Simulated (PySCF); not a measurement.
Telling isomers of C₆H₁₂ apart by NMR

[PySCF 2.14: structure optimised with PBE0-D3(BJ)/def2-SVP; NMR shieldings at PBE0/pcSseg-1/GIAO; J: B3LYP/pcJ-1 (spin–dipole term left out of most H,H and C,H couplings); equivalent nuclei averaged; gas phase; no relativistic terms; a single conformation]

Referencing at the same level of theory: TMS for ¹H and ¹³C. Multiplet labels drop J under 1 Hz and among equivalent protons, and merge close values. Unscaled 3J(H,H) run several per cent high. Shifts are as computed. Against solution values, carbons near 30 ppm lie about +2 ppm off and those near 130 ppm about +5 ppm. Of 1211 compounds with measured shifts, 218 miss one by over three times the rms of a fit or turn the order of signals round; such compounds aren't used in these exercises.

(1) Tabulate the signals of `C=C(C)C(C)C`, `CC/C=C/CC` and their relative energies.

(2) What is the quickest way to tell C=C(C)C(C)C from CC/C=C/CC?

Answers

(1) 
```tsv
SMILES	carbon types	δC	δH	E rel. (kcal/mol)
C=C(C)C(C)C	1×C 1×CH 1×CH2 3×CH3	160.7, 117.1, 40.4, 23.1, 17.8	5.09 (dq, 1H), 4.93 (dq, 1H), 2.20 (sept, 1H), 1.68 (t, 3H), 1.01 (d, 6H)	0.0
CC/C=C/CC	2×CH 2×CH2 2×CH3	140.5, 30.8, 17.0	5.60 (m, 2H), 1.94 (m, 4H), 0.97 (m, 6H)	0.0
```

Energies are electronic energies at PBE0/pcSseg-1 on these geometries, without zero-point or thermal terms, each for the one conformer computed, which needn't be the lowest.

(2) Count the carbon signals: 5 against 3. The first has a fully substituted alkene carbon (C) at 160.7 ppm, the second an alkene CH at 140.5 ppm. In the proton spectra the most deshielded non-exchanging signals are 5.09 (dq, J = 2.8, 1.4 Hz, 1H) and 5.60 (m, 2H).
